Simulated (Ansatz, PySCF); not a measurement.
formaldehyde (CH₂O), SMILES O=C. Atoms are numbered in the order given.

```xyz
4

C      0.0000     0.0000    -0.5246
O      0.0000     0.0000     0.6712
H      0.0000     0.9404    -1.1112
H      0.0000    -0.9404    -1.1112
```

The structure is a stationary point at PBE0-D3(BJ)/def2-TZVPD.

Vertical ionisation energy (IE) and electron affinity (EA) in eV. Rows of orbital energies are one-electron estimates. Where ΔSCF, EOM or ADC give a negative EA the extra electron is unbound and the value depends on the basis.

```csv
level,IE,EA
"−ε(HOMO), −ε(LUMO), r2SCAN/def2-TZVPD (PySCF)",6.54,2.30
"−ε(HOMO), −ε(LUMO), HF/def2-TZVPD (PySCF)",12.02,-1.80
"−ε(HOMO), −ε(LUMO), PBE/def2-TZVPD (PySCF)",6.24,2.60
EOM-CCSD/aug-cc-pVDZ (PySCF),10.61,-0.76
ADC(2)/aug-cc-pVDZ (PySCF),9.49,-0.74
"ΔSCF, CAM-B3LYP/def2-TZVPD (Ansatz), final states of multiplicity 2 and 2",10.90,-1.06
"ΔSCF, PBE/def2-TZVPD (Ansatz), final states of multiplicity 2 and 2",10.73,-1.02
```

Question: What vertical singlet–triplet gap does ΔSCF give with CAM-B3LYP/def2-TZVPD (Ansatz, an electronic-structure program) and with PBE/def2-TZVPD (Ansatz)? (Estimate from the structure and the level; the computed values follow.)

Answer: 3.33 and 3.32 eV (triplet above singlet where positive).

Computed lowest 1s main lines (those of the lightest heavy element) from CVS-ADC(2)-x/aug-cc-pVDZ (PySCF, non-relativistic), with pole strengths:
295.9 eV (1.51).

Question: Beyond the first one, list the lowest photoelectron lines from ADC(2)/aug-cc-pVDZ (PySCF 2.14.0) with their pole strengths (two spins summed). (Estimate from the structure and the level; the computed values follow.)

Answer: 13.87 eV (1.76), 14.69 eV (1.71), 16.79 eV (1.77), 21.32 eV (1.77).
